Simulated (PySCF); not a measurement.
**PH under electron impact: the energy ladder**

PBE0 in PySCF with def2-TZVPPD on every atom, for the lowest determinant that a PBE0 search found; no spin–orbit coupling.

| species | state (unpaired electrons) | Re (Å) | ωe (cm⁻¹) | energy of the minimum from the neutral (eV) | De (eV) | dissociates to |
| --- | --- | --- | --- | --- | --- | --- |
| PH | triplet (π ↑↑) | 1.427 | 2375 | 0.00 | 3.22 | P + H |
| PH⁺ | doublet (π ↑) | 1.434 | 2370 | 10.28 | 3.47 | P⁺ + H |

Task: Work out the lowest energy to break PH into atoms, from its vibrational ground state.

Result: D0 = De − ωe/2 = 3.22 − 0.15 = 3.07 eV (PBE0/def2-TZVPPD).

Task: Work out the ionisation energy of the P atom at this level and the threshold of dissociative ionisation.

Result: IE(P) = 10.28 + 3.47 − 3.22 = 10.53 eV, so P⁺ + H + e⁻ appears at D0 + IE(P) = 13.60 eV (PBE0/def2-TZVPPD). The measured IE(P) is 10.487 eV (NIST ASD).

These are thermodynamic thresholds; the onsets seen under electron impact lie higher where the geometry changes, and cross-sections peak well above them.

For an ion De counts to the pair picked by the measured ionisation energies or electron affinities, which need not be the lowest pair at this level. States were picked by a PBE0 search and need not be the measured ground states.
